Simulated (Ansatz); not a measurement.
**BeBH3 (triplet): from Hartree-Fock to the top rungs, 6-31G**

Aim: climb from Hartree-Fock through coupled cluster for BeBH3 (triplet) at one geometry and basis, and see what each rung misses.

Computed with Ansatz 0.2.0, Gaussian basis. Level: 6-31G, core rule «outside noble gas», up to 2 orbitals frozen.

To be run: UHF; CCSD(T) on ROHF; CCSD(T) on UHF; BCCD(T) on ROHF; CISD as a restricted active space (open shells left free, so some higher excitations enter); CCSDT(Q) on ROHF; CCSDT(Q) on UHF; CISDTQ; Full CI.

17 further runs of the same task are left out: 6 for a known fault of the program, 4 that didn't finish, 7 set aside as unsound or not needed. Runs told in other sessions of the task aren't counted.

## (1) The system

The geometry is a PBE0/def2-TZVP stationary point (not a proven minimum) of the parent state, kept for this charge and spin.

5 atoms, charge 0, spin multiplicity 3.

Atoms are counted from 1 here; the program's logs count them from 0.

Bond lengths: B1–Be2 1.873 Å, B1–H3 1.202 Å, B1–H4 1.202 Å, Be2–H5 1.341 Å. Angles: Be2–B1–H3 123.4°, Be2–B1–H4 123.4°, H3–B1–H4 113.2°, B1–Be2–H5 180.0°.

Coordinates:

```xyz
5

B     0.00000    0.00000    0.82229
Be    0.00000    0.00000   -1.05087
H     0.00000    1.00318    1.48415
H     0.00000   -1.00318    1.48415
H     0.00000    0.00000   -2.39210
```

## (2) UHF

File in.yaml:

```yaml
crystal:
  periodic: [false, false, false]
  atoms:
    - {symbol: B, position_ang: [0.000000, 0.000000, 0.822294]}
    - {symbol: Be, position_ang: [0.000000, 0.000000, -1.050867]}
    - {symbol: H, position_ang: [0.000000, 1.003181, 1.484150]}
    - {symbol: H, position_ang: [0.000000, -1.003180, 1.484150]}
    - {symbol: H, position_ang: [0.000000, 0.000000, -2.392096]}
basis:
  gaussian: {orbitals: 6-31G}
magnetization: {spin_polarized: true, initial_magnetization: 2}
hamiltonian: {xc: hf}
output: {orbitals: {seedname: orbitals}}
```

Launch:

```console
ansatz run in.yaml --threads 1 --pin off --events-out ev --progress --plain --max-ram 2393MiB
```

Further steps of the session: CCSD(T) on ROHF; CCSD(T) on UHF; BCCD(T) on ROHF; CISD as a restricted active space (open shells left free, so some higher excitations enter); CCSDT(Q) on ROHF; CCSDT(Q) on UHF; CISDTQ; Full CI.

**Question.** What will the summary of the whole plan be? Wanted: FCI from the RHF energy; RMP2 from FCI; UMP2 from FCI; RCCSD from FCI; RCCSD(T) from FCI; UCCSD(T) from FCI; RCCSDT(Q) from FCI; UCCSDT(Q) from FCI; T1 diagnostic.

**Answer**, as computed:

```
                         quantity                                                                      value
          FCI from the ROHF energy                                                                 -2.6075 eV
                    RMP2 from FCI                                                            +16.92 kcal/mol
                    UMP2 from FCI                                                            +16.62 kcal/mol
                   RCCSD from FCI                                                             +1.52 kcal/mol
                RCCSD(T) from FCI                                                             +0.45 kcal/mol
                UCCSD(T) from FCI                                                             +0.45 kcal/mol
               RCCSDT(Q) from FCI                                                              0.00 kcal/mol
               UCCSDT(Q) from FCI                                                             -0.01 kcal/mol
levels within 1 kcal/mol (43 meV)  RCCSD(T), UCCSD(T), BCCD(T), RCCSDT, UCCSDT, CISDTQ, RCCSDT(Q), UCCSDT(Q)
                    T1 diagnostic                                                                      0.021
   effectively unpaired electrons                                                                       2.03
```

**Reading.** RCCSD(T) misses by +0.45 kcal/mol, 0.8 % of the correlation energy. One determinant dominates. These misses are within one basis, not against nature; the frozen cores of restricted and unrestricted runs differ, which can shift their rows.

Levels on UHF freeze UHF's core orbitals, full CI those of ROHF, so the U rows can settle a little off it for that reason alone.

With open shells the CI space here admits some higher excitations, so it is larger than plain CISD.
